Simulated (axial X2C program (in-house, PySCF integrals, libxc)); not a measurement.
MgB⁺ along the bond: HF, with spin–orbit coupling

Computed with an axial X2C code built on PySCF integrals. Two-component (2c) means X2C with spin–orbit coupling and atomic mean-field two-electron Coulomb and Gaunt terms. Basis: Mg dyall-cv3z [9s8p6d3f], B dyall-v3z [7s6p2d1f] (cores contracted in-house); Gaussian nuclei, density fitting, unrestricted open shells. Masses: Mg 23.985 u, B 11.009 u.

State: Ω = 0 (closed shell). Dipoles are positive if B is the positive end and refer to the centre of mass.

```
R (Å)   μ (D)  HOMO (eV)  LUMO (eV)
2.239  -3.440     -13.03      -5.56
2.341  -3.150     -13.00      -5.54
2.419  -2.908     -12.96      -5.53
2.496  -2.646     -12.91      -5.52
2.573  -2.366     -12.86      -5.51
2.663  -2.020     -12.78      -5.50
2.753  -1.654     -12.70      -5.50
2.869  -1.159     -12.58      -5.50
3.010  -0.523     -12.42      -5.51
3.216   0.449     -12.17      -5.55
```

Question: The minimum lies at 2.614 Å. What is the dipole moment there?

Answer: At HF, 2c, with the sign and origin stated: μ = -2.21 D.

Occupations by symmetry block were frozen at the best pattern of an incomplete PBE0 search. Closed shells are restricted here (equal orbitals for both partners); the stretched side of such a curve lies too high.
